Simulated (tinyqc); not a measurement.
Inside a calculation. Method: RHF in the sto-6g basis, for H2O, spin multiplicity 1. One step of it, computed by the program tinyqc.

Problem. Iteration 2: building the Fock matrix. J_ij = sum D_kl (ij|kl), K_ij = sum D_kl (ik|jl); F = H + J - 0.5 K; E = tr D H + tr D J / 2 - 0.25 tr D K + E_nn.

D after iteration 1, order 1O 1s, 1O 2s, 1O 2px, 1O 2py, 1O 2pz, 2H 1s, 3H 1s:
```
[[2.113942, -0.507006, 0.000000, 0.000000, 0.086167, 0.032797, 0.032797],
 [-0.507006, 2.324437, 0.000000, 0.000000, -0.532519, -0.330478, -0.330478],
 [0.000000, 0.000000, 2.000000, 0.000000, 0.000000, 0.000000, 0.000000],
 [0.000000, 0.000000, 0.000000, 0.484752, 0.000000, 0.522290, -0.522290],
 [0.086167, -0.532519, 0.000000, 0.000000, 0.698978, 0.582827, 0.582827],
 [0.032797, -0.330478, 0.000000, 0.522290, 0.582827, 1.055516, -0.069956],
 [0.032797, -0.330478, 0.000000, -0.522290, 0.582827, -0.069956, 1.055516]]
```

core Hamiltonian H = T + V (hartree), order 1O 1s, 1O 2s, 1O 2px, 1O 2py, 1O 2pz, 2H 1s, 3H 1s:
```
[[-32.879479, -7.266515, 0.000000, 0.000000, -0.013988, -1.217257, -1.217257],
 [-7.266515, -9.101338, 0.000000, 0.000000, -0.162111, -2.822788, -2.822788],
 [0.000000, 0.000000, -7.354177, 0.000000, 0.000000, 0.000000, 0.000000],
 [0.000000, 0.000000, 0.000000, -7.470003, 0.000000, -1.691876, 1.691876],
 [-0.013988, -0.162111, 0.000000, 0.000000, -7.412547, -1.241998, -1.241998],
 [-1.217257, -2.822788, 0.000000, -1.691876, -1.241998, -4.481537, -0.941642],
 [-1.217257, -2.822788, 0.000000, 1.691876, -1.241998, -0.941642, -4.481537]]
```

Two-electron integrals (ij|kl) in chemists' order, unique and non-zero (hartree):
```
(11|11) 4.787491    (21|11) 0.675884    (21|21) 0.121505    (22|11) 1.117379
(22|21) 0.249212    (22|22) 0.817383    (31|31) 0.025762    (32|31) 0.039145
(32|32) 0.180664    (33|11) 1.117381    (33|21) 0.249212    (33|22) 0.817382
(33|33) 0.880663    (41|41) 0.025762    (42|41) 0.039145    (42|42) 0.180664
(43|43) 0.047461    (44|11) 1.117381    (44|21) 0.249212    (44|22) 0.817382
(44|33) 0.785741    (44|44) 0.880663    (51|51) 0.025762    (52|51) 0.039145
(52|52) 0.180664    (53|53) 0.047461    (54|54) 0.047461    (55|11) 1.117381
(55|21) 0.249212    (55|22) 0.817382    (55|33) 0.785741    (55|44) 0.785741
(55|55) 0.880663    (61|11) 0.119725    (61|21) 0.020640    (61|22) 0.041440
(61|33) 0.041352    (61|41) 0.000826    (61|42) 0.001617    (61|44) 0.041528
(61|51) 0.000586    (61|52) 0.001148    (61|54) 0.000125    (61|55) 0.041440
(61|61) 0.003573    (62|11) 0.304911    (62|21) 0.069025    (62|22) 0.252421
(62|33) 0.248138    (62|41) 0.004523    (62|42) 0.034066    (62|44) 0.256680
(62|51) 0.003211    (62|52) 0.024183    (62|54) 0.006064    (62|55) 0.252443
(62|61) 0.011802    (62|62) 0.099065    (63|31) 0.007484    (63|32) 0.042737
(63|43) 0.006949    (63|53) 0.004933    (63|63) 0.013624    (64|11) 0.184969
(64|21) 0.042448    (64|22) 0.165523    (64|33) 0.158190    (64|41) 0.009883
(64|42) 0.063554    (64|44) 0.177474    (64|51) 0.001703    (64|52) 0.014777
(64|54) 0.008757    (64|55) 0.160904    (64|61) 0.007571    (64|62) 0.078956
(64|64) 0.075795    (65|11) 0.131308    (65|21) 0.030134    (65|22) 0.117503
(65|33) 0.112297    (65|41) 0.001703    (65|42) 0.014777    (65|44) 0.116121
(65|51) 0.008693    (65|52) 0.053227    (65|54) 0.009663    (65|55) 0.124090
(65|61) 0.005375    (65|62) 0.056050    (65|64) 0.044135    (65|65) 0.044955
(66|11) 0.464649    (66|21) 0.107140    (66|22) 0.449472    (66|33) 0.432052
(66|41) 0.008661    (66|42) 0.090478    (66|44) 0.466799    (66|51) 0.006148
(66|52) 0.064230    (66|54) 0.024666    (66|55) 0.449563    (66|61) 0.018480
(66|62) 0.229059    (66|64) 0.208084    (66|65) 0.147717    (66|66) 0.774999
(71|11) 0.119725    (71|21) 0.020640    (71|22) 0.041440    (71|33) 0.041352
(71|41) -0.000826   (71|42) -0.001617   (71|44) 0.041528    (71|51) 0.000586
(71|52) 0.001148    (71|54) -0.000125   (71|55) 0.041440    (71|61) 0.003516
(71|62) 0.011376    (71|64) 0.006683    (71|65) 0.005185    (71|66) 0.017613
(71|71) 0.003573    (72|11) 0.304911    (72|21) 0.069025    (72|22) 0.252421
(72|33) 0.248138    (72|41) -0.004523   (72|42) -0.034066   (72|44) 0.256680
(72|51) 0.003211    (72|52) 0.024183    (72|54) -0.006064   (72|55) 0.252443
(72|61) 0.011376    (72|62) 0.077886    (72|64) 0.043306    (72|65) 0.042795
(72|66) 0.144153    (72|71) 0.011802    (72|72) 0.099065    (73|31) 0.007484
(73|32) 0.042737    (73|43) -0.006949   (73|53) 0.004933    (73|63) 0.010292
(73|73) 0.013624    (74|11) -0.184969   (74|21) -0.042448   (74|22) -0.165523
(74|33) -0.158190   (74|41) 0.009883    (74|42) 0.063554    (74|44) -0.177474
(74|51) -0.001703   (74|52) -0.014777   (74|54) 0.008757    (74|55) -0.160904
(74|61) -0.006683   (74|62) -0.043306   (74|64) -0.014422   (74|65) -0.023322
(74|66) -0.073344   (74|71) -0.007571   (74|72) -0.078956   (74|74) 0.075795
(75|11) 0.131308    (75|21) 0.030134    (75|22) 0.117503    (75|33) 0.112297
(75|41) -0.001703   (75|42) -0.014777   (75|44) 0.116121    (75|51) 0.008693
(75|52) 0.053227    (75|54) -0.009663   (75|55) 0.124090    (75|61) 0.005185
(75|62) 0.042795    (75|64) 0.023322    (75|65) 0.033403    (75|66) 0.086099
(75|71) 0.005375    (75|72) 0.056050    (75|74) -0.044135   (75|75) 0.044955
(76|11) 0.093342    (76|21) 0.021341    (76|22) 0.084441    (76|33) 0.082589
(76|44) 0.084312    (76|51) 0.001573    (76|52) 0.014003    (76|55) 0.086421
(76|61) 0.003603    (76|62) 0.032552    (76|64) 0.022575    (76|65) 0.020731
(76|66) 0.077787    (76|71) 0.003603    (76|72) 0.032552    (76|74) -0.022575
(76|75) 0.020731    (76|76) 0.013378    (77|11) 0.464649    (77|21) 0.107140
(77|22) 0.449472    (77|33) 0.432052    (77|41) -0.008661   (77|42) -0.090478
(77|44) 0.466799    (77|51) 0.006148    (77|52) 0.064230    (77|54) -0.024666
(77|55) 0.449563    (77|61) 0.017613    (77|62) 0.144153    (77|64) 0.073344
(77|65) 0.086099    (77|66) 0.288837    (77|71) 0.018480    (77|72) 0.229059
(77|74) -0.208084   (77|75) 0.147717    (77|76) 0.077787    (77|77) 0.774999
```

nuclear repulsion = 7.87764859 hartree

Give: Coulomb J; exchange K; Fock matrix F; total energy of this density.

Solution.

Coulomb J (hartree), order 1O 1s, 1O 2s, 1O 2px, 1O 2py, 1O 2pz, 2H 1s, 3H 1s:
```
[[16.8629, 2.9719, 0.0000, 0.0000, -0.0048, 0.5091, 0.5091],
 [2.9719, 7.8402, 0.0000, 0.0000, 0.0711, 2.4501, 2.4501],
 [0.0000, 0.0000, 7.8710, 0.0000, 0.0000, 0.0000, 0.0000],
 [0.0000, 0.0000, 0.0000, 7.8382, 0.0000, 1.6190, -1.6190],
 [-0.0048, 0.0711, 0.0000, 0.0000, 7.8114, 1.1736, 1.1736],
 [0.5091, 2.4501, 0.0000, 1.6190, 1.1736, 4.6899, 0.8390],
 [0.5091, 2.4501, 0.0000, -1.6190, 1.1736, 0.8390, 4.6899]]
```

exchange K (hartree), order 1O 1s, 1O 2s, 1O 2px, 1O 2py, 1O 2pz, 2H 1s, 3H 1s:
```
[[9.7981, 1.4877, 0.0000, 0.0000, 0.0039, 0.2738, 0.2738],
 [1.4877, 2.4804, 0.0000, 0.0000, -0.1077, 0.8580, 0.8580],
 [0.0000, 0.0000, 2.2500, 0.0000, 0.0000, 0.0000, 0.0000],
 [0.0000, 0.0000, 0.0000, 1.4602, 0.0000, 0.6049, -0.6049],
 [0.0039, -0.1077, 0.0000, 0.0000, 1.4987, 0.4918, 0.4918],
 [0.2738, 0.8580, 0.0000, 0.6049, 0.4918, 1.3024, 0.2684],
 [0.2738, 0.8580, 0.0000, -0.6049, 0.4918, 0.2684, 1.3024]]
```

Fock matrix F (hartree), order 1O 1s, 1O 2s, 1O 2px, 1O 2py, 1O 2pz, 2H 1s, 3H 1s:
```
[[-20.9157, -5.0385, 0.0000, 0.0000, -0.0208, -0.8451, -0.8451],
 [-5.0385, -2.5014, 0.0000, 0.0000, -0.0372, -0.8017, -0.8017],
 [0.0000, 0.0000, -0.6082, 0.0000, 0.0000, 0.0000, 0.0000],
 [0.0000, 0.0000, 0.0000, -0.3619, 0.0000, -0.3753, 0.3753],
 [-0.0208, -0.0372, 0.0000, 0.0000, -0.3505, -0.3143, -0.3143],
 [-0.8451, -0.8017, 0.0000, -0.3753, -0.3143, -0.4429, -0.2368],
 [-0.8451, -0.8017, 0.0000, 0.3753, -0.3143, -0.2368, -0.4429]]
```

total energy of this density = -75.527581 hartree
